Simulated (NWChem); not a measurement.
## PF3 (phosphorus trifluoride): a line through the functionals

The species is PF3 (4 atoms), meant as a singlet with charge 0. As SMILES, `FP(F)F`. The shape is that of a PBE0-D4/def2-TZVP optimisation.

The electronic atomisation energy y, in eV, basis 6-311+G(d,p); a is the functional's share of exact exchange. Programs: NWChem 7.3.0.

| functional | program | a | y (eV) |
| --- | --- | --- | --- |
| PBE | NWChem | 0 | 14.98 |
| TPSS | NWChem | 0 | 14.49 |
| B3LYP | NWChem | 0.2 | 14.20 |
| PBE0 | NWChem | 0.25 | ? |
| BHLYP | NWChem | 0.5 | 13.14 |

**Question.** Fit y = c + s·a to the known rows and predict PBE0.

**Answer.** 
1. Means of the 4 rows: a = 0.1750, y = 14.203.
2. Σ(Δa)² = 0.1675, Σ(Δa·Δy) = -0.53175, so the slope is -0.53175/0.1675 = -3.1746.
3. Intercept: 14.203 − (-3.1746) × 0.1750 = 14.759. The largest residual of the fit is 0.27.
4. PBE0: 14.759 + (-3.1746) × 0.25 = 13.97 eV.

The run gave 14.09 eV, so the prediction is off by -0.12 eV, within the scatter of the fit. The rows mix families of semi-local functionals, which the line can't see.
